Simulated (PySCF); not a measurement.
Compound: C₃H₂ClN₂ (charge -1).
SMILES: `ClC1=N[N-]C=C1`

The geometry is computed with GFN2-xTB (gas phase).

Masses are those of the commonest isotopes; rigid-rotor values at the optimised geometry. 

Q: Give the principal moments of inertia and the rotational constants in GHz.

A: Ia = 50.96, Ib = 234.17, Ic = 285.14 u·Å²; 505379 MHz·u·Å²/I gives 9916, 2158 and 1772 MHz, that is A = 9.9163, B = 2.1582, C = 1.7724 GHz.

Q: Classify the top.

A: A near-prolate asymmetric top; Ray's κ = -0.905.

Q: What does the inertial defect say?

A: Planar: Δ = Ic − Ia − Ib = 0.00 u·Å². For a rigid frame Δ = −2 Σ m c², so it vanishes when all atoms lie in the ab plane; here none is more than 0.01 Å from it.

Q: Give the coordinates in the principal-axis frame, origin at the centre of mass.

A: The sense of each axis is arbitrary; atoms in the order of the calculation.
```
atom  mass (u)   a (Å)   b (Å)  c (Å)
 Cl1    34.969   1.884   0.000  0.000
  C2    12.000   0.151   0.034  0.000
  C3    12.000  -0.642   1.176  0.000
  C4    12.000  -1.916   0.615  0.000
  N5    14.003  -1.849  -0.718  0.000
  N6    14.003  -0.563  -1.084  0.000
  H7     1.008  -0.337   2.207  0.000
  H8     1.008  -2.873   1.116  0.001
```

Q: Estimate the classical rotational partition function at 10 K, 100 K and 500 K.

A: Point group Cs, symmetry number σ = 1; q = (√π/σ)·√((kT/h)³/(ABC)), k/h = 20836.6 MHz/K: 866 at 10 K, 27400 at 100 K, 306000 at 500 K.

No frequency check. Zero-point vibration and centrifugal distortion are left out.
